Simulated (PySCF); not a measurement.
# Silicon: a sound run and one with changed settings

Sound run: Si [Ne] 3s2 3p2, Si⁺ [Ne] 3s2 3p1. All numbers are calculated (PySCF 2.14, scalar relativity by spin-free X2C-1e, in cc-pVDZ-DK). In the sound run the correlated levels freeze [Ne]. The sound run starts from symmetry-adapted Hartree-Fock orbitals and uses a fine grid where one is needed.

A second run was set up differently.

| species | method | sound run (hartree) | changed run (hartree) | converged |
| --- | --- | --- | --- | --- |
| Si | UHF | -289.45207 | -289.45207 | yes |
| Si | MN15 | -289.94192 | -289.94192 | yes |
| Si | M06-L | -289.95596 | -289.95596 | yes |
| Si | MP2 | -289.49698 | -289.47919 | yes |
| Si | CCSD(T) | -289.51699 | -289.51699 | yes |
| Si⁺ | UHF | -289.17161 | -289.17161 | yes |
| Si⁺ | MN15 | -289.64589 | -289.64589 | yes |
| Si⁺ | M06-L | -289.65729 | -289.65729 | yes |
| Si⁺ | MP2 | -289.20633 | -289.19246 | yes |
| Si⁺ | CCSD(T) | -289.22527 | -289.22527 | yes |

Ionisation energy of Si:

```json
{"method": "UHF", "sound run (eV)": "7.632", "changed run (eV)": "7.632"}
{"method": "MN15", "sound run (eV)": "8.055", "changed run (eV)": "8.055"}
{"method": "M06-L", "sound run (eV)": "8.127", "changed run (eV)": "8.127"}
{"method": "MP2", "sound run (eV)": "7.909", "changed run (eV)": "7.802"}
{"method": "SCS-MP2", "sound run (eV)": "7.837", "changed run (eV)": "7.758"}
{"method": "CCSD", "sound run (eV)": "7.928", "changed run (eV)": "7.928"}
{"method": "CCSD(T)", "sound run (eV)": "7.938", "changed run (eV)": "7.938"}
```

**Question.** What was changed?
A. level shift left on
B. minimal basis
C. a valence shell is frozen
D. basis contracted for another Hamiltonian

**Answer.** A. It used initial guess atom, at most 50 SCF cycles, level shift 0.5 hartree. A level shift leaves the converged SCF energy unchanged but raises the virtual orbital energies, which shrinks MP2 if it is not removed.
